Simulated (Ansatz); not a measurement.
A calculation with Ansatz (development build ahead of 0.2.0).

```yaml
crystal:
  periodic: [false, false, false]
  atoms:
    - { symbol: B, position_ang: [0.0, 0.0, 0.0] }
    - { symbol: C, position_ang: [0.0, 0.0, 1.6401] }
basis:
  gaussian: { orbitals: def2-SVP }
magnetization:
  initial_magnetization: 3
hamiltonian:
  xc: hf
correlation:
  method: mp2
  frozen_orbitals: { B: 1, C: 1 }
scf:
  omitted_lower_state_checks: [starts, atomic_configurations, cluster_reference, orbital_swaps, given_window_search, neighbouring_geometries, increment]
```

The input is written out in the form of the current development build from the run's settings. Correlation on restricted open-shell orbitals is semicanonical, with singles.

Results

```yaml
Converged: yes
Reference_energy: -62.24981 hartree
Correlation_energy: -0.11635 hartree
Total_energy: -62.36617 hartree
Spin_squared_of_the_determinant: 3.750
Stability_test: minimum among restricted orbitals
Occupied_orbitals_by_symmetry_in_an_Abelian_subgroup_alpha;_beta: 5 A1 1 B1 1 B2; 4 A1
```

Messages of the program:
```
mean field -1693.90372624 eV, -62.2498137701 hartree, gradient 1.8e-6 eV, S^2 3.750000; 0 other ends of a descent, 0 dependent functions left out
```

Caution: the determinant may break the point group.
